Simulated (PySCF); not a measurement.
## Unknown: peak-picked proton spectrum

Formula C₄H₅N. The spectrum was simulated from the full spin Hamiltonian at 400 MHz with 1.2 Hz Lorentzian lines, from shifts rounded to 0.01 ppm and J to 0.1 Hz, couplings under 1 Hz left out.

```tsv
region	integral (H)	ppm	Hz	height
1	1	7.259	2903.6	11
1		7.230	2892.0	12
1		7.212	2884.8	13
1		7.183	2873.2	14
2	1	6.567	2626.6	14
2		6.562	2624.7	15
2		6.538	2615.1	13
2		6.533	2613.2	13
3	1	6.425	2570.1	15
3		6.420	2568.2	14
3		6.378	2551.2	13
3		6.373	2549.4	13
4	2	1.620	648.0	100
```

13C{1H} NMR (computed): δ 183.1 (C), 144.4 (CH2), 131.9 (CH), 17.4 (CH2).

Averaged over atoms made equivalent by symmetry, fast rotation or ring inversion, gas phase, single conformer, relativity neglected. J: B3LYP/pcJ-1 (spin–dipole term only in couplings to heteroatoms); structure optimised with PBE0-D3(BJ)/def2-SVP; shielding tensors at HF/pcSseg-2 (GIAO); PySCF 2.14.0 with density-fitted response routines.

Referencing at the same level of theory: TMS for 1H (σ = 31.68 ppm), 13C (σ = 191.47 ppm).

Q: Analyse the multiplets.

A: 1H NMR (400 MHz, computed): δ 7.22 (dd, J = 18.8, 11.5 Hz, 1H), 6.55 (dd, J = 11.5, 1.9 Hz, 1H), 6.40 (dd, J = 18.8, 1.9 Hz, 1H), 1.62 (s, 2H). These are first-order names from the parameters used; overlap and second-order distortion can hide them in the list.

Q: What is the compound?

A: `C=CC1=NC1`.

Mapped SMILES: `[CH2:1]=[CH:2][C:3]1=[N:4][CH2:5]1`. Each H is labelled by its parent atom. Ha(C1) is cis to C3; Hb(C1) is trans to C3.

δ 7.22: H(C2), hydrogen on an alkene CH, coupled to Ha(C1) (18.8 Hz), Hb(C1) (11.5 Hz). δ 6.55: Hb(C1), hydrogen on a terminal =CH2 carbon, coupled to H(C2) (11.5 Hz), Ha(C1) (1.9 Hz). δ 6.40: Ha(C1), hydrogen on a terminal =CH2 carbon, coupled to H(C2) (18.8 Hz), Hb(C1) (1.9 Hz). δ 1.62: H(C5), hydrogen on a three-membered-ring carbon.

This is the structure that produced the data.

Splittings below 1 Hz are ignored in the labels, and close J values are merged. Unscaled 3J(H,H) at this level run about 10 % above measured values. Shifts are as computed, not scaled to solution data. Of 1211 compounds with measured shifts, 218 miss one by over three times the rms of a fit or turn the order of signals round; such compounds aren't used in these exercises.
